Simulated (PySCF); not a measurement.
# How the numerical set-up moves the result for SiCl

Which parts of the numerical set-up matter for SiCl? Each run edits the base script.

The runs use PySCF 2.14.0; method and basis as typed in the scripts.

3 further runs of the same task are left out: 3 that didn't finish.

## 1. The system as given

SiCl: 2 atoms, charge 0, spin multiplicity 2.

Bond lengths: Si1–Cl2 1.877 Å.

## 2. The base run

input.py reads:

```python
from pyscf import gto, dft

mol = gto.M(
    atom='Si 0 0 0; Cl 0 0 1.877',
    basis='sbkjc',
    ecp={'Si': 'sbkjc', 'Cl': 'sbkjc'},
    charge=0,
    spin=1,
    verbose=3,
)
mf = dft.UKS(mol, xc='camb3lyp')
mf.kernel()
mf.dip_moment()
print('orbital energies (hartree):', [e[max(0, n-3):n+3].round(4) for e, n in zip(mf.mo_energy, mol.nelec)])
```

Launch:

```bash
> OMP_NUM_THREADS=1 python input.py
```

The log of this run is left out.

Base result: E(SCF) = -18.655733 Eh, ⟨S²⟩ = 0.751, μ = 0.44 D.

The bond length is a typed value, not an optimised one.

## 3. Core potential off

Edit 1 changes core potential: on → off. The core potential changes with it: totals don't compare.

input.py reads:

```python
from pyscf import gto, dft

mol = gto.M(
    atom='Si 0 0 0; Cl 0 0 1.877',
    basis='sbkjc',
    charge=0,
    spin=1,
    verbose=3,
)
mf = dft.UKS(mol, xc='camb3lyp')
mf.kernel()
mf.dip_moment()
print('orbital energies (hartree):', [e[max(0, n-3):n+3].round(4) for e, n in zip(mf.mo_energy, mol.nelec)])
```

Launch:

```bash
> OMP_NUM_THREADS=1 python input.py
```

## 4. Lanl2dz

Edit 2 changes basis set: sbkjc → lanl2dz. The core potential changes with it: totals don't compare.

Changes to input.py since step 2:

```diff
@@ -4,4 +4,4 @@
     atom='Si 0 0 0; Cl 0 0 1.877',
-    basis='sbkjc',
-    ecp={'Si': 'sbkjc', 'Cl': 'sbkjc'},
+    basis='lanl2dz',
+    ecp={'Si': 'lanl2dz', 'Cl': 'lanl2dz'},
     charge=0,
```

## 5. 6-31g (core potential off)

Edit 3 changes basis set: sbkjc → 6-31g; core potential: on → off. The core potential changes with it: totals don't compare.

Changes to input.py since step 2:

```diff
@@ -4,4 +4,3 @@
     atom='Si 0 0 0; Cl 0 0 1.877',
-    basis='sbkjc',
-    ecp={'Si': 'sbkjc', 'Cl': 'sbkjc'},
+    basis='6-31g',
     charge=0,
```

## 6. Integration grid 6

Edit 4 changes integration grid: default → 6.

Changes to input.py since step 2:

```diff
@@ -11,2 +11,3 @@
 mf = dft.UKS(mol, xc='camb3lyp')
+mf.grids.level = 6
 mf.kernel()
```

## 7. Cc-pcvdz (core potential off)

Edit 5 changes basis set: sbkjc → cc-pcvdz; core potential: on → off. The core potential changes with it: totals don't compare.

Changes to input.py since step 2:

```diff
@@ -4,4 +4,3 @@
     atom='Si 0 0 0; Cl 0 0 1.877',
-    basis='sbkjc',
-    ecp={'Si': 'sbkjc', 'Cl': 'sbkjc'},
+    basis='cc-pcvdz',
     charge=0,
```

Q: Predict the outcome of this session. Wanted: for each run, E(SCF); from base; gap, α spin; SCF dipole.

The runs gave:

```
                             run  E(SCF) (hartree)  from base (eV)  gap, α spin (eV)  SCF dipole (D)  functions
                            base        -18.655733               0               n/a            0.44         16
core potential off (poor choice)       -146.430557  not comparable               n/a           11.43         16
                         lanl2dz        -18.707507  not comparable               n/a            0.55         16
      6-31g (core potential off)       -749.566692  not comparable              4.39            0.50         26
              integration grid 6        -18.655733          0.0000               n/a            0.44         16
   cc-pcvdz (core potential off)       -749.667338  not comparable              4.45            0.26         54
```

What this shows: No change of the SCF energy comes from integration grid 6. The dearest run is “cc-pcvdz (core potential off)”, at 3.9 s against 1.3 s. Rows marked «poor choice» come from settings spoiled on purpose.
